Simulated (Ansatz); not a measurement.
Results of PBEsol-D3(BJ) (plane waves, PAW; Ansatz, a quantum-chemistry and plane-wave program) for fcc Ni.

Settings: plane-wave cutoff 520 eV, 26×26×26 k mesh, Fermi–Dirac smearing 0.05 eV, spin-polarised with parallel moments, scalar-relativistic PAW data made under PBE.

Equation-of-state points:

| V (Å³/atom) | E − E_lowest (meV/atom) |
|---|---|
| 9.467 | 33.04 |
| 9.668 | 14.34 |
| 9.869 | 3.62 |
| 10.071 | 0.00 |
| 10.272 | 2.68 |
| 10.474 | 10.94 |
| 10.675 | 24.16 |

Task: Fit the third-order Birch–Murnaghan equation and give B0 and B′.

Result: V0 = 10.082 Å³/atom, B0 = 249 GPa, B′ = 5.0 (fit to the energies at full precision).

Measured, for comparison: bulk modulus 192 GPa (0 K value with the zero-point phonon effect removed, our sources range from 186 to 195; as tabulated in Mejia-Rodriguez and Trickey (2018), arXiv:1807.09216); equilibrium volume per atom 10.79 Å³/atom (static lattice: zero-point anharmonic expansion removed; as tabulated in Mejia-Rodriguez and Trickey (2018), arXiv:1807.09216). Computed (rounded) less measured: bulk modulus +30 % (+28 % to +34 % over the range), equilibrium volume per atom -6.6 %.

The computed numbers hold no vibrational or temperature effects.

The result took about 120 core-seconds (a rough figure).
